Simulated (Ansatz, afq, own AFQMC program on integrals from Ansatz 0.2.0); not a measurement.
# P, quartet in cc-pVDZ, levels against full CI

A free P atom.

Basis cc-pVDZ. Noble-gas cores (and the filled d shells of Ga–Kr and In–Xe) are frozen. Ansatz 0.2.0 and our own AFQMC program on the same integrals; the CISD trial comes from CCSD amplitudes, and released means the phaseless constraint is let go. Free projection: walkers drawn from exp(T), propagated without any constraint. Its projection time is finite, and what remains of the start isn't in its error. Error bars are statistical, one sigma.

Determinant: UHF, the one that the program's search chose, which needn't be the lowest solution.

Full CI on the same integrals is exact in this basis and with this determinant's frozen core.

The T1 diagnostic is 0.0034, the weight of the determinant in the CISD state is 0.947 and the ⟨S²⟩ of the determinant is 3.750. The size of the correlated space is 5 electrons in 13 orbitals.

```tsv
level	correlation energy (eV)
MP2	-1.7283
CCSD	-2.2114
CCSD(T)	-2.2390
```

(1) Estimate where phaseless AFQMC with the Hartree–Fock trial lies against CCSD(T) on the same integrals.

(1) 1.9 ± 1.1 kJ/mol below CCSD(T). The gap is under twice the noise, so this walk alone can't tell the two apart.

Reference: full CI, correlation energy -2.249 eV. The released energy is read at 1.50 1/Eh (meV from the phaseless value at times in 1/Eh: -0.6 ± 0.5 at 0.24, -1.0 ± 0.4 at 0.50, -1.5 ± 0.4 at 1.00, -1.5 ± 0.3 at 1.50).

```tsv
level	E − E(reference) (kJ/mol)	share of correlation (%)
CCSD(T)	1.0	99.55
CCSDT	0.3	99.88
CCSDT(Q)	0.1	99.97
CCSDTQ	0.0	100.00
ph-AFQMC/HF	-0.9 ± 1.1	100.42
ph-AFQMC/CISD	0.2 ± 0.05	99.92
released AFQMC	0.0 ± 0.03	99.99
free AFQMC	0.0 ± 0.03	100.01
```

CCSDT and higher add their correlation energy to the determinant of the CCSD(T) run, since their own runs factorise the integrals more tightly (a shift of under 2 meV). Free projections are given only where their last times agree within the noise and don't stop above the reference; a slow remainder of the start can still hide under it. A walk keeps the symmetry of its determinant, which the program's search chose and which needn't be the lowest solution, so a lower state of the same spin and another symmetry isn't excluded. Released energies are given only where the last usable release times agree within the noise; a slower fall can still hide under it.
